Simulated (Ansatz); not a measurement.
Born–Oppenheimer molecular dynamics of AlH$_{5}$N$_{2}$ (8 atoms, charge 0, multiplicity 1). It goes on from the last frame of an earlier run, with new velocities.

The calculation used Ansatz, RKS PBE0-D4/def2-SVP.

| Item | Value |
| --- | --- |
| ensemble | NVT, Langevin thermostat |
| time step | 0.5 fs |
| steps asked | 166 |
| set temperature | 300 K |
| friction | 0.01 /fs |
| seed | 903413 |

First frame:

```xyz
8
Properties=species:S:1:pos:R:3
Al 0.008 0.052 -0.061
H 0.153 0.125 1.496
N 1.522 0.109 -0.932
H 1.652 0.116 -1.945
H 2.374 0.042 -0.412
N -1.544 -0.164 -0.936
H -2.493 -0.229 -0.570
H -1.620 -0.174 -1.942
```

Question: What does the run give?

Answer: All steps were run.

```yaml
steps_done: 166
time_covered: 83 fs
mean_temperature_over_the_second_half: 195 K
spread_of_the_potential_energy_over_the_second_half: 4.3 meV per atom
mean_potential_energy_of_the_second_half_above_the_start: 10.0 meV per atom
```

The mean temperature of the second half is 35 % below the set value. A run of 0.083 ps of so small a system gives no equilibrium averages.

Question: What happens to the structure?

Answer: The same pairs are bonded in the first frame and the last. Pairs count as bonded within 1.25 times the sum of covalent radii (0.12 Å more for H–H). This is one draw of velocities; another would differ in detail.

Question: How do temperature and energy run in time?

Answer: 
```json
{"time (fs)": "0.0", "T (K)": "262", "potential energy less start (eV)": "0.000"}
{"time (fs)": "4.0", "T (K)": "245", "potential energy less start (eV)": "0.048"}
{"time (fs)": "8.0", "T (K)": "170", "potential energy less start (eV)": "0.153"}
{"time (fs)": "12.0", "T (K)": "211", "potential energy less start (eV)": "0.118"}
{"time (fs)": "16.0", "T (K)": "204", "potential energy less start (eV)": "0.140"}
{"time (fs)": "20.0", "T (K)": "210", "potential energy less start (eV)": "0.108"}
{"time (fs)": "24.0", "T (K)": "271", "potential energy less start (eV)": "0.023"}
{"time (fs)": "28.0", "T (K)": "172", "potential energy less start (eV)": "0.057"}
{"time (fs)": "32.0", "T (K)": "99", "potential energy less start (eV)": "0.105"}
{"time (fs)": "36.0", "T (K)": "162", "potential energy less start (eV)": "0.067"}
{"time (fs)": "40.0", "T (K)": "144", "potential energy less start (eV)": "0.066"}
{"time (fs)": "44.0", "T (K)": "105", "potential energy less start (eV)": "0.086"}
{"time (fs)": "48.0", "T (K)": "119", "potential energy less start (eV)": "0.078"}
{"time (fs)": "52.0", "T (K)": "183", "potential energy less start (eV)": "0.037"}
{"time (fs)": "56.0", "T (K)": "232", "potential energy less start (eV)": "0.044"}
{"time (fs)": "60.0", "T (K)": "145", "potential energy less start (eV)": "0.113"}
{"time (fs)": "64.0", "T (K)": "163", "potential energy less start (eV)": "0.142"}
{"time (fs)": "68.0", "T (K)": "197", "potential energy less start (eV)": "0.116"}
{"time (fs)": "72.0", "T (K)": "238", "potential energy less start (eV)": "0.094"}
{"time (fs)": "76.0", "T (K)": "281", "potential energy less start (eV)": "0.034"}
{"time (fs)": "80.0", "T (K)": "264", "potential energy less start (eV)": "0.065"}
```

Time of the run: 5.3 min on 2 threads of Intel(R) Xeon(R) Platinum 8259CL CPU @ 2.50GHz (Skylake/Cascade Lake), on a shared host, peak memory 0.16 GiB.
